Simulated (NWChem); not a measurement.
**CH5NSi (SMILES C[Si]N): levels of theory compared**

We compute a comparison of 6 runs (HF/STO-3G, HF/3-21G, B3LYP/6-31G*, B3LYP/def2-SVPD, PBE0/def2-SVPD, CCSD(T)/def2-SVPD) of CH5NSi. 

The results are computed with NWChem 7.3.0.

49 further runs of the same task are left out: 49 set aside as unsound or not needed. Runs told in other sessions of the task aren't counted.

### Step 1. The structure to begin with

The species is CH5NSi (8 atoms), meant as a singlet with charge 0. As SMILES, `C[Si]N`. The C1–H5 distance was set to 1.422 Å, away from the relaxed value.

Bond lengths: C1–Si2 1.904 Å, Si2–N3 1.709 Å, C1–H4 1.094 Å, C1–H6 1.098 Å, N3–H7 1.008 Å, N3–H8 1.010 Å. Angles: C1–Si2–N3 98.7°, Si2–C1–H4 115.0°, Si2–C1–H6 107.9°, Si2–N3–H7 121.7°, Si2–N3–H8 126.1°, H4–C1–H6 108.0°, H7–N3–H8 112.1°. A long bond or contact: C1–H5 1.422 Å.

### Step 2. A single-point energy at HF/STO-3G (run 1)

The input, ch5nsi.xyz:

```xyz
8
CH5NSi
C     -0.689251     0.597085    -0.317495
Si     0.934549     0.426185     0.662305
N      0.902949    -1.262015     0.925305
H     -1.055651    -0.329415    -0.769695
H     -0.562500     1.583400    -1.334100
H     -1.460651     0.967385     0.370505
H      1.621949    -1.729515     1.454705
H      0.195949    -1.903315     0.594905
```

The input, ch5nsi.nw:

```
start ch5nsi
title "CH5NSi"
memory total 2200 mb

geometry units angstrom noautosym nocenter noautoz
load ch5nsi.xyz
end

basis spherical bse
* library STO-3G
end

scf
thresh 1e-08
maxiter 80
end

task scf energy
```

Run with:

```console
$ nwchem ch5nsi.nw > ch5nsi.out
```

The program printed:

```text
[...]
  functions       =    24
[...]
  wavefunction    = RHF
[...]
         Total SCF energy =   -379.583008754543
      One-electron energy =   -724.544642457858
      Two-electron energy =    245.693113425760
 Nuclear repulsion energy =     99.268520277556
        Time for solution =      0.6s
[...]
```

It took 1.3 s on 1 thread of Intel Xeon 6975P-C (Granite Rapids), shared host; peak memory 0.094 GiB.

### Step 3. The energy at HF/3-21G (run 2)

The input, mol.nw:

```
start mol
memory 2200 mb

geometry units angstroms noautosym nocenter noautoz
   C    -0.689251    0.597085   -0.317495
   Si    0.934549    0.426185    0.662305
   N     0.902949   -1.262015    0.925305
   H    -1.055651   -0.329415   -0.769695
   H    -0.562500    1.583400   -1.334100
   H    -1.460651    0.967385    0.370505
   H     1.621949   -1.729515    1.454705
   H     0.195949   -1.903315    0.594905
end

basis spherical bse
   * library 3-21G
end

scf
   thresh 1e-08
   maxiter 80
end

task scf
```

Run with:

```console
$ nwchem mol.nw > mol.out
```

The program printed:

```text
[...]
  functions       =    41
[...]
  wavefunction    = RHF
[...]
         Total SCF energy =   -382.079570396717
      One-electron energy =   -724.315572460053
      Two-electron energy =    242.967481785780
 Nuclear repulsion energy =     99.268520277556
        Time for solution =      0.8s
[...]
```

Run time: 1.4 s. Hardware: 1 thread of Intel Xeon 6975P-C (Granite Rapids), shared host; peak memory 0.096 GiB.

### Step 4. A single-point energy at B3LYP/6-31G(d) (Cartesian functions) (run 3)

The input, sp.nw:

```
start sp
title "CH5NSi energy"
memory 2200 mb

geometry units au noautosym nocenter noautoz
  C     -1.30249562     1.12832712    -0.59997860
  Si     1.76604166     0.80537293     1.25157506
  N      1.70632631    -2.38486272     1.74857303
  H     -1.99489127    -0.62250413    -1.45451275
  H     -1.06297095     2.99219235    -2.52108362
  H     -2.76023035     1.82809271     0.70015298
  H      3.06503940    -3.26830968     2.74899404
  H      0.37028994    -3.59674408     1.12420752
end

basis
  * library 6-31G*
end

dft
  xc b3lyp
  grid xfine
  convergence energy 1e-08
  iterations 100
  mulliken
end

task dft
```

Run with:

```console
$ nwchem sp.nw > sp.out
```

The program printed:

```text
[...]
          Wavefunction type:  closed shell.
          No. of atoms     :     8
          No. of electrons :    32
[...]
          Charge           :     0
          Spin multiplicity:     1
[...]
          AO basis - number of functions:    59
[...]
              XC Information
              --------------
                         B3LYP Method XC Potential
                     Hartree-Fock (Exact) Exchange  0.200
                        Slater Exchange Functional  0.800 local
                    Becke 1988 Exchange Functional  0.720 non-local
              Lee-Yang-Parr Correlation Functional  0.810
                  VWN I RPA Correlation Functional  0.190 local
[...]
 d= 0,ls=0.0,diis     1   -385.2788804709 -4.85D+02  1.26D-02  4.15D-01     1.8
[...]
 d= 0,ls=0.0,diis     8   -385.3184727486  2.76D-09  6.19D-06  1.52D-07    12.7
         Total DFT energy =     -385.318472748585
      One electron energy =     -727.173497300564
           Coulomb energy =      277.626611536408
    Exchange-Corr. energy =      -35.040100059508
 Nuclear repulsion energy =       99.268513075079
[...]
      Total Density - Mulliken Population Analysis
     ---------------------------------------------
    Atom       Charge   Shell Charges
 -----------   ------   -------------------------------------------------------
    1 C    6     6.63   1.99  0.67  2.01  0.75  1.21  0.01
    2 Si  14    13.61   2.00  1.99  5.96  1.21  1.40  0.63  0.36  0.07
    3 N    7     7.82   1.99  0.78  2.53  0.82  1.67  0.02
    4 H    1     0.85   0.52  0.33
    5 H    1     0.92   0.43  0.49
    6 H    1     0.83   0.52  0.31
    7 H    1     0.66   0.50  0.16
    8 H    1     0.68   0.50  0.18
[...]
```

Wall time 14 s (1 thread of Intel Xeon 6975P-C (Granite Rapids), shared host); peak memory 0.13 GiB.

Runs 4 to 5 aren't shown in full; the table further down has their settings and results.

### Step 5. A single-point energy at CCSD(T)/def2-SVPD (run 6)

The input, ch5nsi.nw:

```
start ch5nsi
memory stack 880 mb heap 220 mb global 1100 mb

geometry units angstrom noautosym nocenter noautoz
   C       -0.689251       0.597085      -0.317495
   Si       0.934549       0.426185       0.662305
   N        0.902949      -1.262015       0.925305
   H       -1.055651      -0.329415      -0.769695
   H       -0.562500       1.583400      -1.334100
   H       -1.460651       0.967385       0.370505
   H        1.621949      -1.729515       1.454705
   H        0.195949      -1.903315       0.594905
end

basis spherical bse
   * library def2-SVPD
end

scf
   thresh 1e-08
   maxiter 80
end

ccsd
   freeze core 7
   maxiter 60
end

task ccsd(t) energy
```

Run with:

```console
$ nwchem ch5nsi.nw > ch5nsi.out
```

The program printed:

```text
[...]
  functions       =   104
[...]
  wavefunction    = RHF
[...]
         Total SCF energy =   -383.960928317725
      One-electron energy =   -726.399207029992
      Two-electron energy =    243.169758434711
 Nuclear repulsion energy =     99.268520277556
        Time for solution =     11.7s
[...]
 Total MP2 energy:           -384.390302015976488
[...]
             energy      energy      error      ampl     ampl      Block
                                                time     time      time
[...]
 Total CCSD energy:           -384.431472075737361
[...]
 Total CCSD+T(CCSD) energy:           -384.448985068026843
[...]
 Total CCSD(T) energy:                -384.448300720788609
[...]
```

Wall time 2.1 min (1 thread of Intel Xeon 6975P-C (Granite Rapids), shared host); peak memory 0.28 GiB.

### Step 6. Overview of the runs

| run | level | Cartesian functions | iteration cap | energy (Eh) | dipole moment (D) of the reference | HOMO energy (eV) | LUMO energy (eV) | wall time |
| --- | --- | --- | --- | --- | --- | --- | --- | --- |
| 1 | HF/STO-3G | no | 80 | -379.583009 | 1.11 | -5.93 | 7.35 | 1.3 s |
| 2 | HF/3-21G | no | 80 | -382.079570 | 2.37 | -8.33 | 2.38 | 1.4 s |
| 3 | B3LYP/6-31G* (Cartesian functions) | yes | 100 | -385.318473 | 2.46 | -5.70 | -1.05 | 14 s |
| 4 | B3LYP/def2-SVPD | no | 100 | -385.190995 | 2.07 | -5.94 | -1.34 | 14 s |
| 5 | PBE0/def2-SVPD | no | 100 | -384.928115 | 2.16 | -6.09 | -1.14 | 14 s |
| 6 | CCSD(T)/def2-SVPD | no | 80 | -384.448301 | – | -8.51 | 2.11 | 2.1 min |

### Step 7. Outcome

| quantity | value |
| --- | --- |
| run 6: total energy | -384.44830 Eh |
| run 6: HOMO energy (Hartree–Fock orbitals) | -8.51 eV |
| run 6: LUMO energy (Hartree–Fock orbitals) | 2.11 eV |
| run 6: HOMO–LUMO gap (Hartree–Fock orbitals) | 10.62 eV |
| run 6: correlation energy (7 core orbitals frozen) | -487.4 mEh |
| run 6: (T) correction | -16.83 mEh |

What this shows: Over runs 1, 2, 3, 4, 5 the dipole moment (its size) runs from 1.11 D (HF/STO-3G) to 2.46 D (B3LYP/6-31G*). The two ends differ in method and basis. Over runs 1, 2, 3, 4, 5 the HOMO–LUMO gap runs from 4.60 eV (B3LYP/def2-SVPD) to 13.27 eV (HF/STO-3G). Totals of different functionals can't be ranked against each other. In run 1 the basis is minimal, so the values are rough. All runs together took 2.9 min, the longest 2.1 min.
